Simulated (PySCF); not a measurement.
# quartet AlHSCl at 6 levels

Aim: a comparison of 6 runs (UMP2/STO-3G, NEVPT2(5,5)/STO-3G, UCCSDT/STO-3G, UCISD/STO-3G, UCCSD(T)/STO-3G, FCI/STO-3G) of quartet AlHSCl. The job is set up through a Python script.

Program for the calculation: PySCF 2.14.0.

8 further runs of the same task are left out: 8 set aside as unsound or not needed.

### Step 1. The structure to begin with

The species is AlHSCl (4 atoms), meant as a quartet with charge 0. SMILES of the parent species: `[SH][Al][Cl]`. Geometry: relaxed at PBE0-D4/def2-TZVP. That shape belongs to the parent species and isn't relaxed for this state.

Bond lengths: S1–Al2 2.193 Å, Al2–Cl3 2.107 Å, S1–H4 1.345 Å. Angles: S1–Al2–Cl3 115.5°, Al2–S1–H4 92.8°.

### Step 2. A single-point energy at UMP2/STO-3G (run 1)

job.py reads:

```python
from pyscf import gto, mp

system = gto.Mole()
system.atom = '''
S        0.439800       0.984900      -0.744700
Al      -0.394100      -0.525900       0.609100
Cl       0.226200      -2.507400       0.251000
H       -0.216400       1.988100      -0.135600
'''
system.max_memory = 1860
system.basis = 'sto-3g'
system.spin = 3
system.verbose = 4
system.charge = 0
system.build()

myscf = system.UHF()
myscf.conv_tol = 1e-10
myscf.kernel()
if not myscf.converged:
    myscf = myscf.newton().run(myscf.mo_coeff, myscf.mo_occ)

pt = mp.MP2(myscf, frozen=15).run()
energy = pt.e_tot
print('E = %.10f Eh' % energy)
```

On the command line:

```bash
$ OMP_NUM_THREADS=1 python job.py
```

The log of the run:

```text
PySCF version 2.14.0

[INPUT] num. atoms = 4
[INPUT] num. electrons = 47
[INPUT] charge = 0
[INPUT] spin (= nelec alpha-beta = 2S) = 3
[INPUT] symmetry False subgroup None
[INPUT] Mole.unit = angstrom
[INPUT] Symbol           X                Y                Z      unit          X                Y                Z       unit  Magmom
[INPUT]  1 S      0.439800000000   0.984900000000  -0.744700000000 AA    0.831101549584   1.861191260084  -1.407279044964 Bohr   0.0
[INPUT]  2 Al    -0.394100000000  -0.525900000000   0.609100000000 AA   -0.744741065691  -0.993806968909   1.151032182473 Bohr   0.0
[INPUT]  3 Cl     0.226200000000  -2.507400000000   0.251000000000 AA    0.427456049377  -4.738299284734   0.474321257266 Bohr   0.0
[INPUT]  4 H     -0.216400000000   1.988100000000  -0.135600000000 AA   -0.408936733356   3.756964508248  -0.256246862491 Bohr   0.0

nuclear repulsion = 156.154884413321
number of shells = 16
number of NR pGTOs = 84
number of NR cGTOs = 28
basis = sto-3g
ecp = {}

[... 20 lines left out ...]
WARN: HOMO 0.195788889382209 >= LUMO -0.322600634468841
[... 46 lines left out ...]
converged SCF energy = -1087.23120781935  <S^2> = 3.7547733  2S+1 = 4.002386
[... 1 line left out ...]
******** <class 'pyscf.mp.ump2.UMP2'> ********
nocc = (np.int64(10), np.int64(7)), nmo = (13, 13)
frozen orbitals 15
E(UMP2) = -1087.25687575407  E_corr = -0.0256679347149848
E(SCS-UMP2) = -1087.26056762461  E_corr = -0.0293598052513572
E_corr(same-spin) = -0.00166351893072066
E_corr(oppo-spin) = -0.0240044157842642
E = -1087.2568757541 Eh
```

Run time: 0.62 s. Hardware: 1 thread of Arm Neoverse V2, shared host; peak memory 0.12 GiB.

### Step 3. The energy at NEVPT2(5,5)/STO-3G (run 2)

input.py reads:

```python
import numpy
from pyscf import gto, scf, mp, mcscf, mrpt

mol = gto.Mole()
mol.atom = [
    ('S', (0.439800, 0.984900, -0.744700)),
    ('Al', (-0.394100, -0.525900, 0.609100)),
    ('Cl', (0.226200, -2.507400, 0.251000)),
    ('H', (-0.216400, 1.988100, -0.135600)),
]
mol.spin = 3
mol.basis = 'sto-3g'
mol.verbose = 3
mol.max_memory = 1860
mol.build()

mf = scf.ROHF(mol)
mf.conv_tol = 1e-10
mf.kernel()
if not mf.converged:
    mf = mf.newton().run(mf.mo_coeff, mf.mo_occ)

pt = mp.MP2(scf.addons.convert_to_uhf(mf)).run()
noons, natorbs = mcscf.addons.make_natural_orbitals(pt)
print('natural occupations', numpy.round(noons[:40], 4))
cas = mcscf.CASSCF(mf, 5, 5)
cas.fix_spin_(ss=3.75)
cas.natorb = True
cas.kernel(natorbs)
e_pt2 = mrpt.NEVPT(cas).kernel()
energy = cas.e_tot + e_pt2
print('E = %.10f Eh' % energy)
```

On the command line:

```bash
$ OMP_NUM_THREADS=1 python input.py
```

The log of the run:

```text
converged SCF energy = -1087.22994690251
E(UMP2) = -1087.26210155194  E_corr = -0.032154649430448
E(SCS-UMP2) = -1087.26527133339  E_corr = -0.0353244308765139
natural occupations [2.     2.     2.     2.     2.     2.     2.     2.     2.     2.
 2.     1.9999 1.9998 1.9998 1.9995 1.9994 1.9994 1.999  1.9986 1.9962
 1.9948 1.9864 1.0011 1.0008 1.     0.015  0.0059 0.0045]
CASSCF energy = -1087.25044234318
CASCI E = -1087.25044234318  E(CI) = -4.95727288583248  S^2 = 3.7500000
Sr    (-1)',   E = -0.00019420901257
Si    (+1)',   E = -0.00103737161649
Sijrs (0)  ,   E = -0.00840362344560
Sijr  (+1) ,   E = -0.00524686814005
Srsi  (-1) ,   E = -0.00073287110678
Srs   (-2) ,   E = -0.00001397100740
Sij   (+2) ,   E = -0.00125942701523
Sir   (0)' ,   E = -0.00271709766762
Nevpt2 Energy = -0.019605439011732
E = -1087.2700477822 Eh
```

Wall time 0.78 s (1 thread of Arm Neoverse V2, shared host); peak memory 0.12 GiB.

### Step 4. The energy at UCCSDT/STO-3G (run 3)

job.py reads:

```python
from pyscf import gto, cc

mol = gto.Mole()
mol.atom = [
    ('S', (0.439800, 0.984900, -0.744700)),
    ('Al', (-0.394100, -0.525900, 0.609100)),
    ('Cl', (0.226200, -2.507400, 0.251000)),
    ('H', (-0.216400, 1.988100, -0.135600)),
]
mol.spin = 3
mol.verbose = 4
mol.max_memory = 1860
mol.basis = 'sto-3g'
mol.build()

myscf = mol.UHF()
myscf.conv_tol = 1e-10
myscf.kernel()
if not myscf.converged:
    myscf = myscf.newton().run(myscf.mo_coeff, myscf.mo_occ)

mycc = cc.CCSDT(myscf, frozen=15)
mycc.kernel()
energy = mycc.e_tot
print('Final energy', energy)
```

On the command line:

```bash
$ OMP_NUM_THREADS=1 python job.py
```

The log of the run:

```text
PySCF version 2.14.0

[INPUT] num. atoms = 4
[INPUT] num. electrons = 47
[INPUT] charge = 0
[INPUT] spin (= nelec alpha-beta = 2S) = 3
[INPUT] symmetry False subgroup None
[INPUT] Mole.unit = angstrom
[INPUT] Symbol           X                Y                Z      unit          X                Y                Z       unit  Magmom
[INPUT]  1 S      0.439800000000   0.984900000000  -0.744700000000 AA    0.831101549584   1.861191260084  -1.407279044964 Bohr   0.0
[INPUT]  2 Al    -0.394100000000  -0.525900000000   0.609100000000 AA   -0.744741065691  -0.993806968909   1.151032182473 Bohr   0.0
[INPUT]  3 Cl     0.226200000000  -2.507400000000   0.251000000000 AA    0.427456049377  -4.738299284734   0.474321257266 Bohr   0.0
[INPUT]  4 H     -0.216400000000   1.988100000000  -0.135600000000 AA   -0.408936733356   3.756964508248  -0.256246862491 Bohr   0.0

nuclear repulsion = 156.154884413321
number of shells = 16
number of NR pGTOs = 84
number of NR cGTOs = 28
basis = sto-3g
ecp = {}

[... 20 lines left out ...]
WARN: HOMO 0.195788889382209 >= LUMO -0.322600634468841
[... 46 lines left out ...]
converged SCF energy = -1087.23120781935  <S^2> = 3.7547733  2S+1 = 4.002386
[... 17 lines left out ...]
WARN: A large `blksize_v_aaa` is being used, which may cause large memory consumption
[... 3 lines left out ...]
WARN: A large `blksize_v_aab` is being used, which may cause large memory consumption
[... 9 lines left out ...]
Init t2, MP2 energy = -0.0256679349160486
[... 22 lines left out ...]
UCCSDT converged
[... 3 lines left out ...]
Final energy -1087.2690943495584
```

Run time: 2.3 s. Hardware: 1 thread of Arm Neoverse V2, shared host; peak memory 0.12 GiB.

Runs 4 to 5 aren't shown in full; the table further down has their settings and results.

### Step 5. A single-point energy at FCI/STO-3G (run 6)

job.py reads:

```python
from pyscf import gto, scf, mcscf

mol = gto.Mole()
mol.atom = '''
S      0.439800     0.984900    -0.744700
Al    -0.394100    -0.525900     0.609100
Cl     0.226200    -2.507400     0.251000
H     -0.216400     1.988100    -0.135600
'''
mol.charge = 0
mol.spin = 3
mol.basis = 'sto-3g'
mol.max_memory = 1860
mol.verbose = 4
mol.build()

calc0 = scf.ROHF(mol)
calc0.conv_tol = 1e-10
calc0.kernel()
if not calc0.converged:
    calc0 = calc0.newton().run(calc0.mo_coeff, calc0.mo_occ)

cas = mcscf.CASCI(calc0, calc0.mo_coeff.shape[-1] - 15, (mol.nelec[0] - 15, mol.nelec[1] - 15))  # full CI above the frozen core
cas.fix_spin_(ss=3.75)
cas.kernel()
etot = cas.e_tot
print('E(%s) = %.9f' % ('FCI', etot))
```

On the command line:

```bash
$ OMP_NUM_THREADS=1 python job.py
```

The log of the run:

```text
PySCF version 2.14.0

[INPUT] num. atoms = 4
[INPUT] num. electrons = 47
[INPUT] charge = 0
[INPUT] spin (= nelec alpha-beta = 2S) = 3
[INPUT] symmetry False subgroup None
[INPUT] Mole.unit = angstrom
[INPUT] Symbol           X                Y                Z      unit          X                Y                Z       unit  Magmom
[INPUT]  1 S      0.439800000000   0.984900000000  -0.744700000000 AA    0.831101549584   1.861191260084  -1.407279044964 Bohr   0.0
[INPUT]  2 Al    -0.394100000000  -0.525900000000   0.609100000000 AA   -0.744741065691  -0.993806968909   1.151032182473 Bohr   0.0
[INPUT]  3 Cl     0.226200000000  -2.507400000000   0.251000000000 AA    0.427456049377  -4.738299284734   0.474321257266 Bohr   0.0
[INPUT]  4 H     -0.216400000000   1.988100000000  -0.135600000000 AA   -0.408936733356   3.756964508248  -0.256246862491 Bohr   0.0

nuclear repulsion = 156.154884413321
number of shells = 16
number of NR pGTOs = 84
number of NR cGTOs = 28
basis = sto-3g
ecp = {}

******** <class 'pyscf.scf.rohf.ROHF'> ********
method = ROHF
initial guess = minao
damping factor = 0
level_shift factor = 0
DIIS = <class 'pyscf.scf.diis.CDIIS'>
diis_start_cycle = 1
diis_space = 8
diis_damp = 0
SCF conv_tol = 1e-10
SCF conv_tol_grad = None
SCF max_cycles = 50
direct_scf = True
direct_scf_tol = 1e-13
num. doubly occ = 22  num. singly occ = 3
Set gradient conv threshold to 1e-05
init E= -1086.72080476282
  HOMO = 0.195788889382208  LUMO = 0.286263392105983  gap/eV = 2.46194
cycle= 1 E= -1087.16020603906  delta_E= -0.439  |g|= 0.231  |ddm|= 2.27
  HOMO = 0.256141364255192  LUMO = 0.308991161876887  gap/eV = 1.43812
cycle= 2 E= -1087.01603558975  delta_E= 0.144  |g|= 0.334  |ddm|= 1.73
  HOMO = 0.245369024302061  LUMO = 0.432213447601417  gap/eV = 5.08430
cycle= 3 E= -1087.21306576814  delta_E= -0.197  |g|= 0.129  |ddm|= 1.64
  HOMO = 0.225510068437068  LUMO = 0.436519302158893  gap/eV = 5.74185
cycle= 4 E= -1087.22214263451  delta_E= -0.00908  |g|= 0.0955  |ddm|= 0.167
  HOMO = 0.228437125439792  LUMO = 0.420985634287047  gap/eV = 5.23951
cycle= 5 E= -1087.22577493243  delta_E= -0.00363  |g|= 0.0695  |ddm|= 0.0843
  HOMO = 0.22983543264047  LUMO = 0.403275946023554  gap/eV = 4.71956
cycle= 6 E= -1087.22855320279  delta_E= -0.00278  |g|= 0.0377  |ddm|= 0.116
  HOMO = 0.231092730492557  LUMO = 0.390557704540367  gap/eV = 4.33926
cycle= 7 E= -1087.22971507897  delta_E= -0.00116  |g|= 0.016  |ddm|= 0.0875
  HOMO = 0.232235290686438  LUMO = 0.381440214442671  gap/eV = 4.06007
cycle= 8 E= -1087.22994468617  delta_E= -0.00023  |g|= 0.000819  |ddm|= 0.0467
  HOMO = 0.232281715870823  LUMO = 0.381850538450979  gap/eV = 4.06997
cycle= 9 E= -1087.22994675087  delta_E= -2.06e-06  |g|= 0.000317  |ddm|= 0.00518
  HOMO = 0.232267405714228  LUMO = 0.381733097678409  gap/eV = 4.06717
cycle= 10 E= -1087.22994680801  delta_E= -5.71e-08  |g|= 0.000161  |ddm|= 0.00206
  HOMO = 0.232261592527791  LUMO = 0.381690358264836  gap/eV = 4.06616
cycle= 11 E= -1087.22994690151  delta_E= -9.35e-08  |g|= 1.89e-05  |ddm|= 0.00112
  HOMO = 0.232265349658872  LUMO = 0.381690073742277  gap/eV = 4.06605
cycle= 12 E= -1087.2299469025  delta_E= -9.88e-10  |g|= 3.29e-06  |ddm|= 0.000103
  HOMO = 0.23226504307061  LUMO = 0.381690521078741  gap/eV = 4.06607
cycle= 13 E= -1087.22994690251  delta_E= -1.36e-11  |g|= 8.77e-07  |ddm|= 1.5e-05
  HOMO = 0.232265069964288  LUMO = 0.381690415137748  gap/eV = 4.06607
Extra cycle  E= -1087.22994690251  delta_E= 4.55e-13  |g|= 7.72e-07  |ddm|= 9.48e-06
converged SCF energy = -1087.22994690251

******** <class 'pyscf.mcscf.casci.CASCI'> ********
CAS (10e+7e, 13o), ncore = 15, nvir = 0
natorb = False
canonicalization = True
sorting_mo_energy = False
******** <class 'pyscf.fci.addons.SpinPenaltyFCISolver'> ********
max. cycles = 200
conv_tol = 1e-08
davidson only = True
linear dependence = 1e-12
level shift = 0.001
max iter space = 12
nroots = 1
pspace_size = 400
spin = None
Density matrix diagonal elements [1.99240123 1.99893911 1.97098968 1.99190413 1.98990923 1.99831968
 1.99794803 1.00260318 1.00191161 0.99899034 0.03533965 0.01187525
 0.00886887]
CASCI converged
CASCI E = -1087.26905122664  E(CI) = -46.0612410471081  S^2 = 3.7500000
E(FCI) = -1087.269051227
```

It took 12 s on 1 thread of Arm Neoverse V2, shared host; peak memory 0.22 GiB.

### Step 6. The series

```
run               level  frozen core orbitals      active selection   energy (Eh)  dipole moment (D) of the reference  HOMO energy (eV)  LUMO energy (eV)  wall time
  1         UMP2/STO-3G                    15                     –  -1087.256876                                8.08             -0.84              2.25     0.62 s
  2  NEVPT2(5,5)/STO-3G                     –  mp2 natural orbitals  -1087.270048                                8.07                 –                 –     0.78 s
  3       UCCSDT/STO-3G                    15                     –  -1087.269094                                8.08             -0.84              2.25      2.3 s
  4        UCISD/STO-3G                    15                     –  -1087.268113                                8.08             -0.84              2.25     0.74 s
  5     UCCSD(T)/STO-3G                    15                     –  -1087.269000                                8.08             -0.84              2.25      0.8 s
  6          FCI/STO-3G                    15                     –  -1087.269051                                8.07                 –                 –       12 s
```

### Step 7. Results

| quantity | value |
| --- | --- |
| run 6: total energy | -1087.26905 Eh |
| run 6: dipole moment (Hartree–Fock density) | 8.07 D |
| run 6: correlation energy (15 core orbitals frozen) | -39.1 mEh |

In words: Against full CI in this basis: UMP2 +12.2 mEh; UCCSDT -0.0 mEh; UCISD +0.9 mEh; UCCSD(T) +0.1 mEh. In runs 1, 2, 3, 4, 5, 6 the basis is minimal, so the values are rough. All runs together took 17 s, the longest 12 s.
